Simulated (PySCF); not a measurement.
# One molecule, many functionals

Species: SiCl₂ (singlet state).
InChI=1S/Cl2Si/c1-3-2

Linear-response calculations in the def2-SVPD basis (PySCF; singlets by full response, triplets Tamm–Dancoff, core orbitals frozen in the response; HF means time-dependent Hartree–Fock). 'Strongest' is the level of largest summed f among the singlets computed (10 roots, of which the last may lack a degenerate partner); it can jump between rows when another state enters that window. S1 is the lowest singlet of each run and needn't be the same state throughout; f(S1) is that of one state. Isolated species at its PBE0-D3(BJ)/def2-SVP geometry, gas phase.

| functional | kind | S1 (eV) | f(S1) | strongest (eV) | T1 (eV) | HOMO (eV) | gap (eV) | ionisation energy, ΔSCF (eV) |
| --- | --- | --- | --- | --- | --- | --- | --- | --- |
| LDA | LDA | 3.69 | 0.021 | 6.62 | 2.51 | -6.93 | 2.98 | 10.10 |
| PBE | GGA | 3.71 | 0.021 | 6.63 | 2.34 | -6.84 | 3.04 | 9.93 |
| B3LYP | global hybrid, 20% exact exchange | 3.84 | 0.026 | 6.83 | 2.42 | -7.73 | 4.55 | 10.13 |
| PBE0 | global hybrid, 25% exact exchange | 3.84 | 0.028 | 6.91 | 2.27 | -7.93 | 4.89 | 10.09 |
| BHandHLYP | global hybrid, 50% exact exchange | 3.98 | 0.034 | 7.10 | 2.34 | -8.89 | 6.80 | 10.14 |
| CAM-B3LYP | range-separated hybrid | 3.89 | 0.030 | 6.99 | 2.37 | -9.18 | 7.28 | 10.23 |
| wB97X-D | range-separated hybrid | 3.85 | 0.031 | 7.01 | 2.41 | -9.74 | 8.45 | 10.21 |
| LC-wPBE | range-separated hybrid | 3.88 | 0.033 | 7.18 | 2.14 | -10.47 | 9.59 | 10.27 |
| HF | Hartree–Fock | 4.11 | 0.048 | 7.55 | 1.85 | -10.34 | 10.53 | not settled |

S1 runs from 3.69 eV (LDA) to 4.11 eV (HF), a spread of 0.43 eV, while the orbital gap spreads over 7.5 eV. −ε(HOMO) comes closest to its own ΔSCF ionisation energy with LC-wPBE (+0.20 eV) and misses most with LDA (-3.17 eV). The lowest triplet of a reference set is 3B1(σ→π*) at 2.48 eV (computed, theoretical best estimate (aug-cc-pVTZ, frozen core, CC3 geometry), gas; Veril, Scemama, Caffarel, Lipparini, Boggio-Pasqua, Jacquemin, Loos, WIREs Comput. Mol. Sci. 2021, 11, e1517 (QUESTDB)). The lowest computed triplet differs from it by LDA +0.03, B3LYP -0.06, wB97X-D -0.07, CAM-B3LYP -0.11, PBE -0.14, BHandHLYP -0.14, PBE0 -0.21, LC-wPBE -0.34, HF -0.63 eV; geometry and basis of the reference needn't be the same. 'Not settled' means that the ion's SCF failed to converge or may have ended in another state than the lowest.
